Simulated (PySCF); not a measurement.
**Computed spin Hamiltonian**

Species: C₄H₇N₂ (doublet state).
Z-matrix (Å and degrees, GFN2-xTB geometry), rows numbered from 1:
```
C 
C   1  1.3285
C   2  1.4669  1  125.28
N   3  1.3109  2  126.75  1     0.77
C   3  1.4077  2  116.91  1  -178.49
N   5  1.3510  3  119.05  2  -175.99
H   1  1.0764  2  121.94  3  -179.94
H   1  1.0786  2  122.22  3     0.02
H   2  1.0827  1  119.62  3   179.91
H   4  1.0148  3  113.41  2     0.87
H   5  1.0777  3  122.38  2     1.07
H   6  1.0119  5  112.69  3    -8.28
H   6  1.0044  5  121.56  3  -161.99
```

The hyperfine couplings belong to this conformer and change with its torsions.

As a line formula: `[H]/N=C(/[CH]N)C=C` [radical].

Level of theory: UKS B3LYP, pcH-1 on C H N, non-relativistic, mean-field spin-orbit, GIAO (PySCF). Isolated species at its GFN2-xTB geometry (one conformer only). A GFN2-xTB geometry isn't a minimum of the functional, and hyperfine couplings can be far from their values at a DFT geometry. The frame is twisted about the C5–N6 bond at this geometry (dihedral C3–C5–N6–H12 = -8°); couplings at other torsion angles weren't computed. The SCF solution wasn't tested for stability.

```json
{"g1, g2, g3": "2.00213, 2.00307, 2.00452", "g_iso": "2.00324", "Form of g": "rhombic: the two nearest values differ by 40 % of g3 − g1", "⟨S²⟩": "0.7631 (exact 0.7500)", "α and β electrons": "23, 22", "Total energy": "-266.10241 Eh", "Basis functions": "220"}
```

Isotropic coupling and dipolar principal values T1 to T3, in G (MHz turned into gauss with g_iso; 10 G = 1 mT):

| atom | isotope | a_iso | T1 | T2 | T3 | Mulliken spin population |
| --- | --- | --- | --- | --- | --- | --- |
| C1 | 13C | 0.8 | -1.2 | -0.9 | 2.1 | 0.05 |
| C2 | 13C | -1.1 | -0.7 | 0.1 | 0.6 | -0.01 |
| C3 | 13C | -10.6 | -2.5 | 0.5 | 2.1 | -0.07 |
| N4 | 14N | 5.5 | -7.3 | -7.0 | 14.3 | 0.45 |
| C5 | 13C | 10.8 | -13.6 | -13.3 | 26.9 | 0.46 |
| N6 | 14N | 4.0 | -3.8 | -3.6 | 7.4 | 0.18 |
| H7 | 1H | -1.0 | -0.7 | -0.2 | 0.9 | 0.00 |
| H8 | 1H | -1.0 | -0.5 | -0.1 | 0.5 | 0.00 |
| H9 | 1H | -0.1 | -0.9 | -0.8 | 1.7 | 0.00 |
| H10 | 1H | -10.4 | -9.0 | -1.6 | 10.5 | -0.02 |
| H11 | 1H | -11.4 | -6.8 | -0.3 | 7.1 | -0.02 |
| H12 | 1H | -4.0 | -2.7 | -1.9 | 4.6 | -0.01 |
| H13 | 1H | -1.7 | -4.7 | -1.4 | 6.1 | 0.00 |

The Mulliken spin populations are largest on C5 (+0.46), N4 (+0.45), N6 (+0.18) and C3 (-0.07). Three atoms exceed +0.15. The positive populations add up to 1.14 and the negative ones to -0.14, together 2S = 1.

C5, the radical centre as drawn in `[H]/N=C(/[CH]N)C=C`, holds a spin population of +0.46 out of 1.

Axes: g2 points within 12° of the C5–N6 bond.

Under fast tumbling the dipolar parts average out, and these isotropic splittings remain (the largest six): 1 × 1H (H11, I = 1/2, 2 lines) with 1.14 mT, 1 × 1H (H10, I = 1/2, 2 lines) with 1.04 mT, 1 × 14N (N4, I = 1, 3 lines) with 0.55 mT, 1 × 14N (N6, I = 1, 3 lines) with 0.40 mT, 1 × 1H (H12, I = 1/2, 2 lines) with 0.40 mT and 1 × 1H (H13, I = 1/2, 2 lines) with 0.17 mT.

H12 and H13 aren't averaged: N6 is flat or nearly so (angle sum 354°), and its turn about the short N6–C5 bond (1.35 Å) is taken as slow.

The 13C coupling of C5 (30.2 MHz) shows only in satellite lines or after enrichment, since that isotope makes up about 1.07 % of natural carbon.

Examples of negative spin density at the nucleus (bohr⁻³): C3 (-0.0265), H11 (-0.0071) and H10 (-0.0065).
